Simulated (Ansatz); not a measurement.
Computed with Ansatz on PBE0-D4/def2-TZVP structures; ΔE is electronic, products minus reactants. CCSD(T)/CBS is the MP2 limit (def2-TZVPP, def2-QZVPP) plus CCSD(T) − MP2 in def2-TZVPP, frozen cores. This one scheme is used for every species. Functionals use def2-TZVPP. One conformer a species, not always the lowest.

Reaction (ligand exchange at the Si–O bond): `B[SiH2]O` + H–F → `B[SiH2]F` + H₂O

```tsv
level	ΔE (kJ/mol)
r2SCAN-D4	-46.7
BLYP	-50.8
```

Task: What does CCSD(T)/CBS give? (Best estimate.)

Result: The calculation gave: -46.0 kJ/mol. The listed levels differ from it by -0.7, -4.8 kJ/mol.

Largest T1 diagnostic among the species: 0.012.

Leaving LDA and LC-ωPBE aside and taking each functional with its dispersion term where it has one, the values, not all of them listed here, spread over 7.0 kJ/mol, from B97M-V to revPBE-D4. LDA lies +4.8 kJ/mol from PBE without D4. In def2-TZVPP, CCSD(T) changes the Hartree–Fock value by +8.5 kJ/mol (the triples alone add +1.3 kJ/mol) and MP2 by +9.9 kJ/mol.
